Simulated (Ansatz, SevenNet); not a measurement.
# hcp Be: properties by level of theory

Reference values: lattice constant a 2.286 Å (measured, 293 K, not corrected to a static lattice, sources range from 2.286 to 2.290; as tabulated in Wikipedia's data pages); lattice parameter c 3.584 Å (measured, 293 K, not corrected to a static lattice; as tabulated in Wikipedia's data pages).

| level (code) | lattice parameter a (Å) | lattice parameter c (Å) |
|---|---|---|
| SevenNet-0 (SevenNet) | 2.253 | 3.615 |
| SevenNet-l3i5 (SevenNet) | 2.253 | 3.614 |
| LDA (Ansatz) | 2.228 | 3.511 |
| PBE (Ansatz) | (withheld) | 3.562 |
| PBE-D4 (Ansatz) | 2.248 | (withheld) |

Q: Fill in the missing entries.

A: 
- PBE (Ansatz, a quantum-chemistry and plane-wave program), lattice parameter a (Å): 2.264
- PBE-D4 (Ansatz), lattice parameter c (Å): 3.546

Differences from the reference values (errors of the level alone only where the reference is corrected to a static lattice):

| level | lattice constant a (%) | lattice parameter c (%) |
|---|---|---|
| SevenNet-0 | -1.44 | +0.86 |
| SevenNet-l3i5 | -1.44 | +0.84 |
| LDA | -2.54 | -2.04 |
| PBE | -0.96 | -0.61 |
| PBE-D4 | -1.66 | -1.06 |

Nearest: lattice constant a, not ranked (reference at room or unstated temperature); lattice parameter c, not ranked (reference at room or unstated temperature).

Machine-learned potentials (SevenNet-0, SevenNet-l3i5) are trained on DFT data, which may include these solids.

Ansatz's density-functional and Hartree–Fock values are scalar-relativistic unless marked +SOC, with PAW data made under PBE.

Differences are worked out from the printed values.
